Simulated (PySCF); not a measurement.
Method: B3LYP-D3(BJ)/def2-TZVP in PySCF. All species are isolated molecules in the gas phase. B3LYP has the VWN-RPA correlation part, as in Gaussian. 

Reference species (SMILES): `FC(F)(F)F` (neutral, multiplicity 1).

The dipole moment is 0.00 D.

Changed species: `C` (whole molecule; the reference has whole molecule).

**Question.** Predict the effect on the dipole moment.

**Answer.** the dipole moment is nearly the same.
